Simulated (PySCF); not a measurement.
Gas-phase reaction: 3 SiHCl ⇌ SiH₃Cl + 2 Si + Cl₂

Method: PySCF energies plus ideal-gas RRHO corrections (1 bar). † marks an energy on the PBE0/def2-TZVP geometry and frequencies; other levels use their own. MP2 freezes the core. 6-31G* has spherical d functions here. Open shells (unrestricted): Si (multiplicity 3, electronic degeneracy 9); the rest are closed-shell singlets. Spin-orbit splitting is ignored; it lowers the true energy and changes the entropy of Si. B3LYP is the form with VWN-RPA correlation. SiHCl: computed as isolated molecules; such fragments, hydroxides, amides, oligomers or adducts are transient or little studied in the gas. MP2 isn't extrapolated to the basis-set limit; its ΔH°(298 K) is 535.4 kJ in def2-SVP and 569.4 kJ in def2-TZVPP. The harmonic model lacks anharmonicity and excited electronic states, which grow with temperature; levels with a mode under 35 cm⁻¹ are left out.

```csv
level,"ΔE electronic, kJ","ΔH°(298 K), kJ","ΔS°(298 K), J/K","ΔG°(600 K), kJ"
B3LYP/6-31G*,564,577,57,543
B3LYP/def2-TZVP†,575,588,57,553
BLYP/def2-TZVP†,583,595,57,561
HF/6-31G*,401,414,56,380
HF/def2-TZVP†,404,417,57,382
MP2/def2-SVP†,522,535,57,501
PBE0/def2-QZVP†,559,571,57,537
ωB97M-V/def2-TZVP†,610,623,57,588
```
ΔH° is lowest at HF/6-31G* and highest at ωB97M-V/def2-TZVP†. No reference value is set beside these.
